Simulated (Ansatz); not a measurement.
**Structure relaxation of Hf₃Ti**

Method: DFT PBE, scalar-relativistic, plane waves, PAW (Ansatz 0.2.0). Cutoff 420 eV, Γ-centred k mesh, Gaussian smearing, no spin polarisation in the final step.

Hf₃Ti was placed on the Cu3Au (L1_2) structure type (Pm-3m, No. 221), with Ti in place of Au, Hf in place of Cu, at a guessed volume.

```
CELL_PARAMETERS angstrom
4.15176 0.00000 0.00000
0.00000 4.15176 0.00000
0.00000 0.00000 4.15176
ATOMIC_POSITIONS crystal
Hf 0.00000 0.50000 0.50000
Hf 0.50000 0.00000 0.50000
Hf 0.50000 0.50000 0.00000
Ti 0.00000 0.00000 0.00000
```

Cell and atoms relax at zero pressure; the relaxation can't lower the symmetry of the start. After a coarse first stage the cell is made exact in the group found at 0.06 Å.

The zero of energy is the elements' standard structures at the same level; no fitted shifts are applied.

Task: Describe the relaxed structure.

Result: It keeps Pm-3m (No. 221). The result has the Cu3Au (L1_2) structure. Conventional cell: a = 4.399 Å. Hf is coordinated by 4 Ti at 3.11 Å and 8 Hf at 3.11 Å; Ti is coordinated by 12 Hf at 3.11 Å.

Space group Pm-3m (No. 221). a = 4.399 Å, b = 4.399 Å, c = 4.399 Å, α = 90.00°, β = 90.00°, γ = 90.00°
```csv
atom,site,symmetry,x,y,z
Hf,3c,4/mm.m,0.0000,0.5000,0.5000
Ti,1a,m-3m,0.0000,0.0000,0.0000
```

Task: What are its volume, energy, density and gap?

Result: The volume per atom is 21.28 Å³ and the density is 11.38 g/cm³. The energy over the elements is 0.09 eV/atom and the gap on the 10×10×10 mesh is 0 eV (a metal).

The final run used a 10×10×10 mesh on its 4-atom cell and 0.10 eV smearing. The k mesh leaves about 4 meV/atom of noise in metals. Spin–orbit coupling is left out. Symmetry constrained the relaxation, so the result can be a saddle point.

Cost: 3 runs of about 0.74 core-minutes in all, on Intel Xeon 6975P-C (Granite Rapids) (shared hosts).